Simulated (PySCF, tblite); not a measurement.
# CH₃ClO₃, a small molecule taken as a stand-in for a surface group (C site with back bonds O, O, O): NMR shifts, core binding energies and electronic excitations

Wanted: the NMR shifts, core binding energies and electronic excitations for `OC(O)(O)Cl`.

Programs: tblite 0.8.0 and PySCF 2.14.0. All values are calculated, for the isolated system unless a continuum is named. Atoms count from 0, parts from 1.

## 1. Starting point

8 atoms, charge 0, multiplicity 1; geometry: distance geometry start.

## 2. Geometry optimisation with GFN2-xTB

The job: settings as JSON, then the geometry in Å.

```
{"job": {"kind": "relax", "xc": "GFN2-xTB", "basis": "xTB"}, "charge": 0, "multiplicity": 1}
C      0.049740     0.279342     0.052581
O      1.308002     0.346030    -0.508075
O     -0.842811     0.137333    -1.013528
O     -0.171211    -0.751372     0.916668
Cl    -0.313627     1.818595     0.833757
H      1.949550    -0.298150    -0.129387
H     -1.759369     0.114688    -0.658162
H     -0.212033    -1.651728     0.502578
```

Level: GFN2-xTB geometry optimisation, gas phase.

Run with:

```sh
> OMP_NUM_THREADS=1 python cluster_run.py task.json out
```

The driver reads the jobs from task.json and runs them one after another.

**Question.** The jobs that follow are: PBE0-D3(BJ)/def2-SVP geometry optimisation, gas phase; GIAO PBE0/pcSseg-2 NMR shielding, non-relativistic, gas phase; delta-SCF UKS SCAN, pcX-2 on the ionised atom, pcseg-1 elsewhere, spin-free X2C; TDDFT CAM-B3LYP/def2-SVPD, vertical, gas phase, core orbitals frozen in the response. Predict: point group; rotational constants (main isotopes); ¹³C shifts against TMS (PBE0/pcSseg-2); ¹H shifts against TMS (PBE0/pcSseg-2, means over atoms taken as alike); ¹⁷O shifts against H2O (PBE0/pcSseg-2, means over atoms taken as alike); ³⁵Cl shifts against HCl (PBE0/pcSseg-2); surface potential, 1st and 99th percentile; O1s binding energies, SCAN/pcX-2; C1s binding energies, SCAN/pcX-2; Cl2p binding energies, SCAN/pcX-2; lowest singlet (CAM-B3LYP/def2-SVPD); brightest single state of those computed; lowest triplet; vertical ionisation energy (ΔSCF).

The runs gave:

```
                                                               quantity                        value
                                                            point group                           Cs
                                   rotational constants (main isotopes)         5.65, 3.27, 3.26 GHz
                                 ¹³C shifts against TMS (PBE0/pcSseg-2)                    131.8 ppm
 ¹H shifts against TMS (PBE0/pcSseg-2, means over atoms taken as alike)               2.99, 2.37 ppm
¹⁷O shifts against H2O (PBE0/pcSseg-2, means over atoms taken as alike)             163.1, 159.6 ppm
                                ³⁵Cl shifts against HCl (PBE0/pcSseg-2)                      395 ppm
                                  surface potential, 1st and 99th percentile           -1.16 V and 2.90 V
                                       O1s binding energies, SCAN/pcX-2      O1 540.19, O3 540.06 eV
                                       C1s binding energies, SCAN/pcX-2                 C0 297.23 eV
                                      Cl2p binding energies, SCAN/pcX-2                Cl4 206.53 eV
                                   lowest singlet (CAM-B3LYP/def2-SVPD)  7.14 eV (174 nm), f = 0.003
                               brightest single state of those computed  state 6, 8.55 eV, f = 0.044
                                                         lowest triplet                      6.44 eV
                                      vertical ionisation energy (ΔSCF)                     11.43 eV
```

**Reading.** Over 12 steps the energy fell by 0.095 eV; of the close pairs, C0–O2 changed most, 1.391 to 1.356 Å (PBE0/def2-SVP). At PBE0/pcSseg-2: The widest tensor belongs to Cl4: span 794 ppm, with a paramagnetic part of -601 ppm. The O1s levels kept as sound span 0.14 eV, from O3 (oxygen bonded to C, H) up to O1 (oxygen bonded to C, H). The first singlet state (HOMO−1→LUMO+1 0.87) lies at 7.14 eV and is weak; of the 6 states computed, the strongest absorption comes from state 6 at 8.55 eV (the last computed, so partners may be missing). The lowest triplet lies 0.70 eV below the lowest singlet (triplets in Tamm-Dancoff, singlets in full TDDFT). ΔSCF puts the ionisation energy at 11.43 eV, 1.16 eV above −ε(HOMO).
